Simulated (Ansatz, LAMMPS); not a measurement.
# Elastic constant C44 of bcc Mo: levels of theory against measurement

Reference value: 112 GPa (measured, 0 K, 300 K values taken to 0 K by the source's computed thermal shift; zero-point effects included; as tabulated in Gong and Corso (2024), arXiv:2406.16634).

| level (code) | value (GPa) | cell (Å³/atom) |
|---|---|---|
| MEAM library.meam-Mo (LAMMPS) | 111 | 15.63 |
| SNAP Mo_Chen_PRM2017.snap (LAMMPS) | 107 | 15.78 |
| LDA (Ansatz) | 105 | 15.06 |
| PBE (Ansatz) | (withheld) | 15.79 |
| PBE-D3(BJ) (Ansatz) | 109 | 15.34 |
| r²SCAN (Ansatz) | 104 | 15.64 |
| HSE06 (Ansatz) | (withheld) | 15.43 |

### Question
Fill in the missing entries.

### Answer

- PBE (Ansatz, a first-principles code), value (GPa): 98.8
- HSE06 (Ansatz), value (GPa): 116

Differences against the reference: MEAM library.meam-Mo -0.9 %, SNAP Mo_Chen_PRM2017.snap -4.5 %, LDA -6.2 %, PBE -11.8 %, PBE-D3(BJ) -2.7 %, r²SCAN -7.1 %, HSE06 +3.6 %.

Once the reference is moved by up to 5.0 % (a margin picked here for doubts on the reference and the settings, and for temperature and zero-point motion) and values within 1.7 % count as equal, the nearest can be MEAM library.meam-Mo (-0.9 %), PBE-D3(BJ) (-2.7 %), HSE06 (+3.6 %), SNAP Mo_Chen_PRM2017.snap (-4.5 %), LDA (-6.2 %) or r²SCAN (-7.1 %). Within 20 %: MEAM library.meam-Mo, SNAP Mo_Chen_PRM2017.snap, LDA, PBE, PBE-D3(BJ), r²SCAN, HSE06.

The reference isn't brought to a static lattice, while the calculations are for one, so the differences are not the levels' errors alone.  LDA, PBE, PBE-D3(BJ), r²SCAN, HSE06: shear constants of such metals converge slowly with the k mesh. PBE-D3(BJ): the dispersion coefficients are held fixed in the derivatives. HSE06: hybrids on metals are sensitive to the k mesh. HSE06: the run warned that the count of filled bands differs between k points. Each level is taken at its own relaxed cell. Cutoffs and k meshes differ between the levels. Ansatz's density-functional and Hartree–Fock values are scalar-relativistic unless marked +SOC, with PAW data made under PBE.

Empirical potentials (MEAM library.meam-Mo) are fitted to chosen data: where that held the value shown, agreement is built in, and what lay outside the fit can be far off. Machine-learned potentials (SNAP Mo_Chen_PRM2017.snap) are trained on DFT data: a solid inside that data is no test of them.

Differences are worked out from the printed values.
